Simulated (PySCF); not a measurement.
# Frontier levels across methods

Compound: C₃H₉OP.
SMILES with atom numbers: `[CH3:1][P:2]([CH3:3])([CH3:4])=[O:5]` (hydrogens: H6, H7, H8 on C1; H9, H10, H11 on C3; H12, H13, H14 on C4)

Geometry (PBE0-D3(BJ)/def2-SVP, Å), atoms numbered from 1 in this order:
```xyz
14
C3H9OP angstrom
C      1.5283    0.5970   -0.2947
P      0.1405   -0.2230    0.5477
C     -0.4359   -1.4841   -0.6294
C     -1.1838    1.0233    0.5706
O      0.4895   -0.7656    1.8980
H      1.2397    1.0186   -1.2688
H      1.8997    1.4011    0.3574
H      2.3391   -0.1336   -0.4337
H     -1.3539   -1.9437   -0.2355
H     -0.6322   -1.0666   -1.6283
H      0.3341   -2.2661   -0.7035
H     -1.4403    1.3780   -0.4387
H     -0.8566    1.8740    1.1872
H     -2.0726    0.5784    1.0410
```

Basis pcSseg-1 throughout (PySCF), one geometry. Geometry: PBE0-D3(BJ)/def2-SVP; no solvent, vibrations or thermal averaging.

Question: How do the orbital energies, the gap and the dipole change with the method?

Answer: 
| method | kind | HOMO (eV) | LUMO (eV) | gap (eV) | μ (D) | SCF cycles |
| --- | --- | --- | --- | --- | --- | --- |
| BLYP | GGA | -5.75 | 0.06 | 5.81 | 4.06 | 14 |
| OPBE | GGA | -5.87 | 0.34 | 6.21 | 4.06 | 14 |
| B97-D | GGA | -5.88 | 0.19 | 6.08 | 4.14 | 14 |
| PBE | GGA | -5.89 | 0.06 | 5.95 | 4.06 | 15 |
| KT3 | GGA | -6.00 | -0.08 | 5.92 | 4.01 | 14 |
| BP86 | GGA | -6.00 | 0.15 | 6.15 | 4.11 | 13 |
| KT2 | GGA | -6.01 | -0.04 | 5.98 | 4.04 | 15 |
| LDA | LDA | -6.06 | -0.12 | 5.94 | 4.18 | 13 |
| B3LYP | global hybrid | -7.11 | 0.52 | 7.64 | 4.28 | 13 |
| PBE0 | global hybrid | -7.39 | 0.85 | 8.24 | 4.32 | 12 |
| mPW1PW91 | global hybrid | -7.43 | 0.87 | 8.30 | 4.35 | 12 |
| HF | Hartree–Fock | -11.08 | 3.55 | 14.63 | 4.83 | 9 |

The HOMO spans 5.34 eV, from BLYP down to HF, and the gap runs from 5.81 eV (BLYP) to 14.63 eV (HF). Over the methods BLYP (0 %), OPBE (0 %), B97-D (0 %), PBE (0 %), KT3 (0 %), BP86 (0 %), KT2 (0 %), LDA (0 %), B3LYP (20 %), PBE0 (25 %), mPW1PW91 (25 %), HF (100 %), a straight line through the gap against the share of exact exchange rises by 0.86 eV for each 10 % (correlation coefficient 0.999). The dipole ranges from 4.01 D (KT3) to 4.83 D (HF). This basis has no diffuse functions.
